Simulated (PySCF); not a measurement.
## methoxyethane: proton affinities at several levels

Structure: `CCOC` (C3H8O). Optimised structure (Å), atoms numbered from 1:
```
C     1.2997    0.6179    0.1660
C     0.5102   -0.6767    0.2501
O    -0.8578   -0.4963    0.4929
C    -1.5877   -0.0285   -0.5967
H     2.3750    0.4044    0.0678
H     1.1480    1.2180    1.0760
H     1.0053    1.2303   -0.7000
H     0.8857   -1.2852    1.0880
H     0.6599   -1.2740   -0.6743
H    -2.6489   -0.0188   -0.3095
H    -1.3081    0.9991   -0.8998
H    -1.4732   -0.6850   -1.4834
```

All levels share the PBE0-D3(BJ)/def2-SVP structures and the PBE0-D3(BJ)/def2-SVP thermal terms; only the single-point energies (PySCF) change. Values are proton affinities (298 K, kJ/mol).

Measured (NIST Chemistry WebBook): proton affinity (−ΔH) 809 kJ/mol.

```
                       level   O3
      ωB97X-D3(BJ)/def2-TZVP  819
TPSS-D3(BJ)/cc-pVDZ (grid 1)  827
```

The spread: 8 kJ/mol, from 819 to 827.
